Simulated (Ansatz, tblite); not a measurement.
# InCl2F: removing and adding an electron

The task here is to estimate one member of a computed series from the others.

The runs use Ansatz 0.2.0, Gaussian basis; as each input shows.

Plan: charge +1 doublet, at the geometry of the singlet (PBE0-D4/def2-TZVP, PBE-D4/def2-TZVP, r2SCAN-D4/def2-TZVP, CCSD(T)/def2-TZVPP); charge -1 doublet, at the geometry of the singlet (PBE0-D4/def2-TZVPD, PBE-D4/def2-TZVPD, r2SCAN-D4/def2-TZVPD); the starting singlet's energies come from earlier runs.

1 further run of the same task is left out (set aside as unsound or not needed).

## The structure

The geometry is that of the singlet, from an earlier relaxation (r2SCAN-D4/def2-SVP).

4 atoms, charge 0, spin multiplicity 1.

Atoms are counted from 1 here; the program's logs count them from 0.

Bond lengths: In1–Cl2 2.319 Å, In1–Cl3 2.319 Å, In1–F4 1.943 Å. Angles: Cl2–In1–Cl3 123.1°, Cl2–In1–F4 118.4°, Cl3–In1–F4 118.4°.

In takes a core potential in the def2 sets. No spin-orbit coupling is included.

The first run:

in.yaml

```yaml
crystal:
  periodic: [false, false, false]
  atoms:
    - {symbol: In, position_ang: [-0.033841, -0.057008, 0.000195]}
    - {symbol: Cl, position_ang: [2.283292, -0.148272, 0.013999]}
    - {symbol: Cl, position_ang: [-1.223616, 1.933415, -0.016488]}
    - {symbol: F, position_ang: [-1.025835, -1.728135, 0.002293]}
basis:
  gaussian: {orbitals: def2-SVP}
total_charge: 1
magnetization: {spin_polarized: true, initial_magnetization: 1}
hamiltonian: {xc: pbe0, dispersion: d4}
output: {orbitals: {seedname: orbitals}}
```

Launch:

```console
$ ansatz run in.yaml --threads 4 --pin off --events-out ev --progress --plain --max-ram 3916MiB
```

Among the steps run: Charge +1 doublet at the fixed geometry, first pass, PBE0-D4/def2-SVP; Charge +1 doublet at the fixed geometry, PBE0-D4/def2-TZVP; Charge +1 doublet at the fixed geometry, PBE-D4/def2-TZVP; Charge +1 doublet at the fixed geometry, r2SCAN-D4/def2-TZVP; Charge +1 doublet at the fixed geometry, CCSD(T)/def2-TZVPP.

One of the session's tables, all rows but one given; the rest of the session is left out.

| method | vertical ionisation energy (eV) |
| --- | --- |
| HF/def2-TZVPP | 11.13 |
| PBE-D4/def2-TZVP | 11.23 |
| r2SCAN-D4/def2-TZVP | 11.51 |
| PBE0-D4/def2-TZVP | ? |
| MP2/def2-TZVPP | 12.21 |
| CCSD/def2-TZVPP | 12.01 |
| CCSD(T)/def2-TZVPP | 12.02 |

Estimate the missing values for PBE0-D4/def2-TZVP.

The run gave: vertical ionisation energy (eV): 11.74. In the column «vertical ionisation energy (eV)» it lies between r2SCAN-D4/def2-TZVP (11.51) and CCSD/def2-TZVPP (12.01).
